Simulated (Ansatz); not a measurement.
C3H8S2 (`CSC(C)S`) at its PBE0-D4/def2-TZVP geometry, where that method's forces vanish. Charge 0, multiplicity 1.

```xyz
13

C    -1.1626   -0.1823   -1.6622
S    -0.3516    1.1900   -0.8266
C     0.8475    0.3184    0.2155
C     0.2294   -0.6758    1.1753
S     1.8379    1.5786    1.0543
H    -1.8141    0.2625   -2.4157
H    -1.7737   -0.7796   -0.9849
H    -0.4357   -0.8190   -2.1707
H     1.5685   -0.1822   -0.4389
H     1.0057   -1.1384    1.7882
H    -0.4851   -0.1768    1.8333
H    -0.2975   -1.4669    0.6363
H     0.8313    2.0715    1.7961
```

(1) What forces (eV/Å) does B3LYP-D4/def2-TZVPP give on these atoms in Ansatz 0.2.0? (Best estimate.)

## Answers

(1) The calculation gave: 
```
C1  -0.176 -0.212 -0.178
S2  -0.080  0.332 -0.068
C3   0.164 -0.189 -0.129
C4  -0.081 -0.180  0.138
S5   0.182  0.213  0.170
H6   0.028 -0.040  0.036
H7   0.039  0.016 -0.057
H8  -0.051  0.016  0.030
H9  -0.060  0.020  0.053
H10 -0.056  0.011 -0.027
H11  0.038 -0.040 -0.029
H12  0.030  0.036  0.050
H13  0.023  0.017  0.011
```

B3LYP here is the variant with VWN-RPA as its local correlation; programs differ in this.
